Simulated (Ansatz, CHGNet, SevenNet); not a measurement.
# HgS (P3₂21, No. 154): properties by level of theory

```json
[
 {"level (code)": "CHGNet 0.3.0", "equilibrium lattice constant a (Å)": "4.498", "lattice parameter c (Å)": "9.918"},
 {"level (code)": "SevenNet-0", "equilibrium lattice constant a (Å)": "4.394", "lattice parameter c (Å)": "9.778"},
 {"level (code)": "PBE (Ansatz)", "equilibrium lattice constant a (Å)": "4.464", "lattice parameter c (Å)": "9.761"},
 {"level (code)": "PBEsol+SOC (Ansatz)", "equilibrium lattice constant a (Å)": "4.139", "lattice parameter c (Å)": "9.377"}
]
```

Caveats: the cell is over a tenth larger than the published one: the level's own overestimate first of all, though another phase or state, or a fault of the published cell, is possible (PBE). Ansatz's density-functional and Hartree–Fock values are scalar-relativistic unless marked +SOC, with PAW data made under PBE.

Computed values are for the static lattice.

Ansatz is a first-principles code.
